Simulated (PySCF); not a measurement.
Working out the ionisation energy of Cl

Cl [Ne] 3s2 3p5 (2P) → Cl⁺ [Ne] 3s2 3p4 (3P). All numbers are calculated (PySCF 2.14, the spin-free X2C one-electron Hamiltonian (Gaussian nucleus), in jorge-DZP-DKH (7s4p1d, 24 functions)). Frozen: [Ne]. Energies in hartree (1 hartree = 27.21139 eV):

| part | Cl (lower) | Cl⁺ (upper) |
| --- | --- | --- |
| UHF | -460.883758 | -460.451080 |
| CCSD correlation | -0.132978 | -0.111811 |
| (T) | -0.001420 | -0.001183 |

What does Hartree-Fock give?

(-460.451080) − (-460.883758) = 0.432678 hartree = 11.774 eV.

What do CCSD and CCSD(T) give?

The CCSD correlation energies differ by 0.021167 hartree = 0.576 eV and the triples by 0.000237 hartree = 0.006 eV, so CCSD gives 12.350 eV and CCSD(T) 12.356 eV.

Measured between the centres of the two terms (NIST): 12.974 eV, so CCSD(T) (valence) is off by -0.618 eV.

A double-zeta basis recovers only part of the correlation energy.

What remains against the reference includes basis incompleteness, the frozen core and higher excitations.
